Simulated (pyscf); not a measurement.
Thermochemistry of product channels of HO–Si(Cl)(Cl)–Cl + HF on the singlet surface, in kcal/mol, from CCSD(T)/def2-TZVPP + ΔMP2(QZVPP) energies (ideal gas, 1 atm, RRHO with modes under 100 cm⁻¹ raised to 100, one conformer, R ln 2 for chiral ones without a mode under 150 cm⁻¹). Optimised with ωB97X-D3(BJ)/def2-SVP in PySCF. MP2 and CC: frozen core, UHF for open shells. ΔMP2 is the change of the MP2 total energy from the triple- to the quadruple-zeta basis.

| products | ΔE | ΔH(298 K) | ΔG(600 K) | ΔG(1200 K) |
|---|---|---|---|---|
| H₂O + F–Si(Cl)(Cl)–Cl | -7.6 | -7.1 | -6.1 | -4.1 |
| HO–Si(F)(Cl)–Cl + HCl | -12.2 | -13.2 | -13.3 | -13.2 |

These are energies of the channels, which say nothing of barriers. The CCSD(T) − MP2 part came from Ansatz, without density fitting, on the same reference.
